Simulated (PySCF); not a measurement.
C3H4FN.
Atom-mapped SMILES: `[F:1][CH2:2][C:3]1=[N:4][CH2:5]1` (hydrogens: H6, H7 on C2; H8, H9 on C5)

The same species was optimised twice, with GFN2-xTB and with PBE0-D3(BJ)/def2-SVP (PySCF), and the same property calculations (PySCF, gas phase) were run on both structures.

```tsv
coordinate	GFN2-xTB	PBE0-D3(BJ)/def2-SVP	change
C2–C3 (Å)	1.459	1.478	+0.019
N4–C5 (Å)	1.499	1.517	+0.018
C5–H8 (Å)	1.082	1.098	+0.016
C5–H9 (Å)	1.082	1.097	+0.015
C3–C5 (Å)	1.454	1.445	-0.009
C3=N4 (Å)	1.255	1.253	-0.002
C2–C3–N4 (°)	145.7	140.5	-5.2
C2–C3–C5 (°)	147.5	151.4	+3.9
N4–C3–C5 (°)	66.7	68.0	+1.3
C3–C5–H8 (°)	119.9	121.0	+1.1
C3–N4–C5 (°)	63.0	62.0	-1.0
H8–C5–H9 (°)	115.8	115.3	-0.5
N4–C5–H8 (°)	117.4	116.9	-0.5
N4–C5–H9 (°)	117.4	117.0	-0.4
F1–C2–C3–N4 (°)	180	164	-16
```

Rotational constants: A = 14943, B = 3428, C = 2894 MHz (GFN2-xTB) against A = 14960, B = 3363, C = 2870 MHz (PBE0-D3(BJ)/def2-SVP). Point groups within 0.08 Å: Cs and C1. End groups have turned between the structures, so F1, H6, H7 are left out of the comparison.

On the GFN2-xTB structure: lowest singlet, TDDFT (eV) 5.31 [CAM-B3LYP/def2-SVPD]; lowest triplet, Tamm–Dancoff (eV) 4.55 [CAM-B3LYP/def2-SVPD]; isotropic polarisability (au) 41.3 [CAM-B3LYP/def2-SVPD]; HOMO (eV) -9.45 [CAM-B3LYP/def2-SVPD]; LUMO (eV) 0.49 [CAM-B3LYP/def2-SVPD]; dipole (D) 1.14 [CAM-B3LYP/def2-SVPD]; HOMO (eV) -7.92 [PBE0/pcSseg-1]; LUMO (eV) -0.55 [PBE0/pcSseg-1]; dipole (D) 1.22 [PBE0/pcSseg-1]; GIAO shielding of F1 (ppm) 434.4 [PBE0/pcSseg-1]; GIAO shielding of C2 (ppm) 105.0 [PBE0/pcSseg-1]; GIAO shielding of C3 (ppm) 6.6 [PBE0/pcSseg-1]; GIAO shielding of N4 (ppm) -49.7 [PBE0/pcSseg-1]; GIAO shielding of C5 (ppm) 166.0 [PBE0/pcSseg-1].

Task: What do these properties become on the PBE0-D3(BJ)/def2-SVP structure?

Result: 
```tsv
property	level	on GFN2-xTB	on PBE0-D3(BJ)/def2-SVP	change
lowest singlet, TDDFT (eV)	CAM-B3LYP/def2-SVPD	5.31	5.42	+0.11
lowest triplet, Tamm–Dancoff (eV)	CAM-B3LYP/def2-SVPD	4.55	4.58	+0.03
isotropic polarisability (au)	CAM-B3LYP/def2-SVPD	41.3	41.6	+0.3
HOMO (eV)	CAM-B3LYP/def2-SVPD	-9.45	-9.56	-0.11
LUMO (eV)	CAM-B3LYP/def2-SVPD	0.49	0.47	-0.02
dipole (D)	CAM-B3LYP/def2-SVPD	1.14	1.13	-0.01
energy, GFN2-xTB geometry as zero (kcal/mol)	CAM-B3LYP/def2-SVPD	0.0	-1.0	-1.0
HOMO (eV)	PBE0/pcSseg-1	-7.92	-8.03	-0.11
LUMO (eV)	PBE0/pcSseg-1	-0.55	-0.56	-0.01
dipole (D)	PBE0/pcSseg-1	1.22	1.21	-0.01
energy, GFN2-xTB geometry as zero (kcal/mol)	PBE0/pcSseg-1	0.0	-0.8	-0.8
GIAO shielding of F1 (ppm)	PBE0/pcSseg-1	434.4	442.1	+7.7
GIAO shielding of C2 (ppm)	PBE0/pcSseg-1	105.0	104.0	-1.0
GIAO shielding of C3 (ppm)	PBE0/pcSseg-1	6.6	6.5	-0.1
GIAO shielding of N4 (ppm)	PBE0/pcSseg-1	-49.7	-54.6	-4.9
GIAO shielding of C5 (ppm)	PBE0/pcSseg-1	166.0	162.2	-3.8
```

The heavy atoms differ by 0.101 Å rms after alignment. Among the bonds compared C2–C3 and N4–C5 change most and about equally (+0.018 to +0.019 Å). Changes are differences of the printed values. Neither structure is proved a minimum here.

The values belong to the conformer `[F:1][CH2:2][C:3]1=[N:4][CH2:5]1`: F1–C2–C3–N4 164°.
